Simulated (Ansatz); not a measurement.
# BCCD(T)/STO-3G run of SiO (SMILES O=[Si])

Aim: the energy change on altering one bond length of SiO at BCCD(T)/STO-3G, from 2 runs. 

The calculation is run with Ansatz 0.2.0.

55 further runs of the same task are left out: 15 that didn't finish, 40 set aside as unsound or not needed.

## Step 1: The molecule

SiO: 2 atoms, total charge 0, spin state singlet. SMILES: `O=[Si]`. The coordinates come from a PBE0-D4/def2-TZVP relaxation.

Bond lengths: O1–Si2 1.509 Å.

## Step 2: A single-point energy at BCCD(T)/STO-3G

Contents of input.yaml:

```yaml
crystal:
  periodic: [false, false, false]
  atoms:
    - {symbol: O, position_ang: [-0.640700, 0.231500, -0.324000]}
    - {symbol: Si, position_ang: [0.640700, -0.231500, 0.324000]}
basis:
  gaussian:
    orbitals: STO-3G
total_charge: 0
correlation:
  method: bccd_t
  frozen_orbitals: {O: 1, Si: 5}
accuracy: high
scf:
  omitted_lower_state_checks: [cluster_reference, increment]
```

Started as:

```console
ansatz run input.yaml --threads 1 --pin off --max-ram 2610MiB --events-out events.jsonl --progress --plain --runs-dir runs
```

The log of the run, shortened:

```text
Warning: RAYON_NUM_THREADS=1 ignored (pool sized by the plan → 1); use --threads N
Functional definition: HF
  name "HF"
[...]
224 factors; integrals over basis functions are off by at most 2.4e-8 eV
[...]
mean field -9779.73026266 eV, -359.3984582135 hartree, gradient 8.1e-8 eV, S^2 0.000000; 0 other end points of the search recorded, 0 dependent functions left out; unrestricted orbitals would lower it
6 core orbitals not correlated: weight in the atoms' cores, before any rotation towards them, 1.000 or more for the frozen orbitals, at most 0.000 for the correlated occupied ones
reference -9779.73026266 eV, -359.3984582135 hartree; 5, 5 occupied and 3, 3 virtual orbitals, 224 factors
second order -3.88684437 eV of doubles, -0.00000000 eV of singles
cycle   1  -2.36303287 eV  change     1.5e0 eV  update   2.1e-1
[...]
cycle  17  -3.45858103 eV  change    1.2e-9 eV  update  7.6e-10
perturbative correction -0.55667224 eV, -0.0204573273 hartree
Total energy: -9783.74551593 eV, -359.5460160494 hartree
Checks for a lower state left out: cluster_reference, increment
```

It took 0.18 s on 1 thread of Arm Neoverse V1, shared host.

## Step 3: The distorted shape at the same level

Contents of molecule.yaml:

```yaml
crystal:
  periodic: [false, false, false]
  atoms:
    - symbol: O
      position_ang: [-0.961042, 0.347247, -0.485996]
    - symbol: Si
      position_ang: [0.640700, -0.231500, 0.324000]
basis:
  gaussian: {orbitals: STO-3G}
correlation: {method: bccd_t, frozen_orbitals: {O: 1, Si: 5}}
accuracy: high
scf: {omitted_lower_state_checks: [cluster_reference, increment]}
```

Started as:

```console
ansatz run molecule.yaml --threads 1 --pin off --max-ram 2610MiB --events-out events.jsonl --progress --plain --runs-dir runs
```

The log of the run, shortened:

```text
Warning: RAYON_NUM_THREADS=1 ignored (pool sized by the plan → 1); use --threads N
[... 2 set-up lines as earlier in the session ...]
[...]
224 factors; integrals over basis functions are off by at most 2.8e-8 eV
[...]
mean field -9776.03426303 eV, -359.2626327321 hartree, gradient 1.0e-8 eV, S^2 0.000000; 2 other end points of the search recorded, 0 dependent functions left out; unrestricted orbitals would lower it
6 core orbitals not correlated: weight in the atoms' cores, before any rotation towards them, 1.000 or more for the frozen orbitals, at most 0.000 for the correlated occupied ones
reference -9776.03426303 eV, -359.2626327321 hartree; 5, 5 occupied and 3, 3 virtual orbitals, 224 factors
second order -5.20959340 eV of doubles, -0.00000000 eV of singles
cycle   1  1.60900258 eV  change     6.8e0 eV  update   5.1e-1
[...]
cycle  26  -4.36058945 eV  change   4.5e-10 eV  update  9.5e-11
perturbative correction -1.49302588 eV, -0.0548676891 hartree
Total energy: -9781.88787835 eV, -359.4777491277 hartree
Checks for a lower state left out: cluster_reference, increment
```

Wall time 0.2 s (1 thread of Arm Neoverse V1, shared host).

## Step 4: Results

At BCCD(T)/STO-3G, 6 core orbitals frozen:

| quantity | value |
| --- | --- |
| first shape: total energy | -359.54602 Eh |
| first shape: correlation energy (6 core orbitals frozen) | -147.6 mEh |
| first shape: (T) correction | -20.46 mEh |
| distorted shape: total energy | -359.47775 Eh |
| distorted shape: correlation energy (6 core orbitals frozen) | -215.1 mEh |
| distorted shape: (T) correction | -54.87 mEh |
| energy change with the O1–Si2 bond stretched from 1.509 to 1.886 Å | 1.858 eV |

In words: With the O1–Si2 bond stretched from 1.509 to 1.886 Å the energy rises by 1.86 eV (43 kcal/mol). The first shape isn't relaxed at this level, so the change isn't measured from a minimum. The minimal basis adds a large error of its own. The restricted solution (first shape) is unstable to spin breaking: an unrestricted one lies lower. The triples (first shape) make up 13.9 % of the correlation energy. The restricted solution (distorted shape) is unstable to spin breaking: an unrestricted one lies lower. The triples (distorted shape) make up 25.5 % of the correlation energy.
